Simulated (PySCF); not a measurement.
Compound: sulfuryl chloride fluoride, ClFO₂S.
SMILES: `O=S(=O)(F)Cl`

Level: wB97X-D/def2-SVPD in PySCF, non-relativistic, on one gas-phase PBE0-D3(BJ)/def2-SVP geometry that isn't relaxed in the solvent. The solvent is an IEF-PCM continuum (cavity from Bondi-type radii × 1.2), and excitations are vertical TDDFT with non-equilibrium linear response and a frozen core. Specific hydrogen bonds and non-electrostatic terms are outside this model.

Gas-phase singlets (H = HOMO, L = LUMO):

```json
{"state": "S1", "E (eV)": "5.734", "λ (nm)": "216", "f": "0.002", "leading configurations": "H→L 97%"}
{"state": "S2", "E (eV)": "6.122", "λ (nm)": "203", "f": "0.003", "leading configurations": "H-1→L 95%"}
{"state": "S3", "E (eV)": "6.520", "λ (nm)": "190", "f": "0.001", "leading configurations": "H-2→L 98%"}
{"state": "S4", "E (eV)": "7.488", "λ (nm)": "166", "f": "0.001", "leading configurations": "H-4→L 96%"}
{"state": "S5", "E (eV)": "7.901", "λ (nm)": "157", "f": "0.190", "leading configurations": "H-3→L 81%"}
```

Task: How does the list change in cyclohexane (ε = 2.017)?

Result: 
```csv
state,E (eV),λ (nm),f,leading configurations,change by rank (eV)
S1,5.737,216,0.003,H→L 97%,+0.003
S2,6.094,203,0.004,H-1→L 96%,-0.028
S3,6.580,188,0.002,H-2→L 98%,+0.060
S4,7.527,165,0.001,H-4→L 96%,+0.039
S5,7.858,158,0.257,H-3→L 84%,-0.043
```

Task: How do the frontier levels move from gas to cyclohexane?

Result: 
```json
{"orbital": "LUMO+2", "gas (eV)": "1.68", "solvent (eV)": "1.74", "change (eV)": "+0.06"}
{"orbital": "LUMO+1", "gas (eV)": "1.40", "solvent (eV)": "1.46", "change (eV)": "+0.06"}
{"orbital": "LUMO", "gas (eV)": "-1.06", "solvent (eV)": "-0.96", "change (eV)": "+0.10"}
{"orbital": "HOMO", "gas (eV)": "-12.14", "solvent (eV)": "-12.06", "change (eV)": "+0.08"}
{"orbital": "HOMO-1", "gas (eV)": "-12.67", "solvent (eV)": "-12.56", "change (eV)": "+0.11"}
{"orbital": "HOMO-2", "gas (eV)": "-12.81", "solvent (eV)": "-12.77", "change (eV)": "+0.04"}
{"orbital": "HOMO-3", "gas (eV)": "-13.51", "solvent (eV)": "-13.44", "change (eV)": "+0.07"}
```

The HOMO–LUMO gap goes from 11.08 to 11.10 eV.

Hardware: an Arm Neoverse V1 with one thread (shared host). Cost: 7.0 s of wall time, 0.54 GiB resident at most. This is the whole response run at wB97X-D/def2-SVPD in cyclohexane, SCF included.
